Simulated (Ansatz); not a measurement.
# H₂S₂: vertical ionisation energy

An exercise on one series of results from a longer session: the logs are not shown, and one member is left open.

The runs use Ansatz 0.2.0, Gaussian basis; unrestricted cation, the program's frozen cores in correlated methods.

The runs, in order: UKS PBE-D4/def2-TZVPP; UKS r2SCAN-D4/def2-TZVPP; UKS PBE0-D4/def2-TZVPP; UKS B3LYP-D4/def2-TZVPP; UKS wB97X-V/def2-TZVPP; UKS wB97M-V/def2-TZVPP; UKS B2PLYP/def2-TZVPP; UHF-CCSD(T)/def2-TZVPP; UHF-CCSD(T)/def2-QZVPP; extrapolation to the limit; then −ε(HOMO) from the neutral's earlier runs with LDA (SPW92), PBE-D4, revPBE-D4, BLYP-D4, r2SCAN-D4, B97M-V, PBE0-D4, B3LYP-D4, r2SCANh-D4, r2SCAN0-D4, HSE06-D4, BHLYP-D4, CAM-B3LYP-D4, LC-ωPBE, ωB97X-V, ωB97M-V.

**The relaxed structure**

An earlier PBE0-D4 in a triple-zeta def2 set relaxation fixed the geometry.

SMILES `SS`, 4 atoms, charge 0, spin multiplicity 1.

Atoms are counted from 1 here; the program's logs count them from 0.

Bond lengths: S1–S2 2.046 Å, S1–H3 1.347 Å, S2–H4 1.347 Å. Angles: S2–S1–H3 98.6°, S1–S2–H4 98.6°.

Set-up of the first run:

Contents of in.yaml:

```yaml
crystal:
  periodic: [false, false, false]
  atoms:
    - {symbol: S, position_ang: [0.796772, -0.805645, 0.162097]}
    - {symbol: S, position_ang: [0.076537, 1.106367, 0.060903]}
    - {symbol: H, position_ang: [-0.213907, -1.366250, 0.853830]}
    - {symbol: H, position_ang: [-0.603901, 1.005228, -1.097129]}
basis:
  gaussian: {orbitals: def2-TZVPP}
total_charge: 1
magnetization: {spin_polarized: true, initial_magnetization: 1}
hamiltonian: {xc: pbe, dispersion: d4}
```

The run is started by

```
$ ansatz run in.yaml --threads 2 --pin off --events-out ev --progress --plain --max-ram 32768MiB --backend cpu
```

Among the steps run: Cation, UKS PBE-D4/def2-TZVPP; Cation, UKS r2SCAN-D4/def2-TZVPP; Cation, UKS PBE0-D4/def2-TZVPP; Cation, UKS B3LYP-D4/def2-TZVPP; Cation, UKS wB97X-V/def2-TZVPP; Cation, UKS wB97M-V/def2-TZVPP; Cation, UKS B2PLYP (frozen core)/def2-TZVPP; Cation, UHF-CCSD(T)/def2-TZVPP; Cation, UHF-CCSD(T)/def2-QZVPP.

One table of the session follows, with a row left open; its other results are not shown here.

For comparison, −ε(HOMO) of the neutral from earlier runs:

```
  functional  −ε(HOMO) (eV)
 LDA (SPW92)           6.37
      PBE-D4           6.27
   revPBE-D4           6.24
     BLYP-D4           6.11
   r2SCAN-D4           6.55
      B97M-V           6.62
     PBE0-D4           7.52
    B3LYP-D4           7.27
  r2SCANh-D4           7.01
  r2SCAN0-D4           7.70
    HSE06-D4           7.12
    BHLYP-D4           8.62
CAM-B3LYP-D4           8.85
     LC-ωPBE          10.27
     ωB97X-V              ?
     ωB97M-V           9.70
```

Q: Estimate the row for ωB97X-V from the others.

As computed: −ε(HOMO) (eV): 9.89. In the column «−ε(HOMO) (eV)» it lies between ωB97M-V (9.70) and LC-ωPBE (10.27).

Caveats from the session: The cation may have settled in a state other than its lowest; no search over hole states beyond the program's own was made.
